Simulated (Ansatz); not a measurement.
Job for Ansatz (an electronic-structure program): R-PBE/def2-TZVPP on methane (SMILES C), atoms moved off the minimum.

Ansatz 0.2 input:
```yaml
crystal:
  periodic: [false, false, false]
  atoms:
    - {symbol: C, position_ang: [-0.00953569, -0.03416862, 0.05160947]}
    - {symbol: H, position_ang: [-0.76903047, -0.26071921, -0.73514149]}
    - {symbol: H, position_ang: [0.18708759, 1.19109868, -0.02974085]}
    - {symbol: H, position_ang: [-0.35219395, -0.54826831, 0.99274414]}
    - {symbol: H, position_ang: [0.91534673, -0.52733854, -0.32581146]}
basis:
  gaussian:
    orbitals: def2-TZVPP
hamiltonian:
  xc: {name: PBE}
scf: {lower_state_search: off}
output: {forces: true}
```

The head of its log:

```
WARN ansatz: RAYON_NUM_THREADS=1 ignored (pool sized by the plan → 1); use --threads N
Functional definition: PBE
these checks for a lower state are left out or cut short: stability, starts, cluster_reference, orbital_swaps, neighbouring_geometries, increment
integrals: 0.01 GiB planned
416 factors; their error is unknown
mean field: 0.15 GiB planned
mean field evaluation 1: about -1093.8095 eV, gradient 5.4e1 eV
mean field evaluation 2: about -1084.7074 eV, gradient 7.2e1 eV
```

Question: Predict the final total energy.

Answer: -40.4487 hartree.
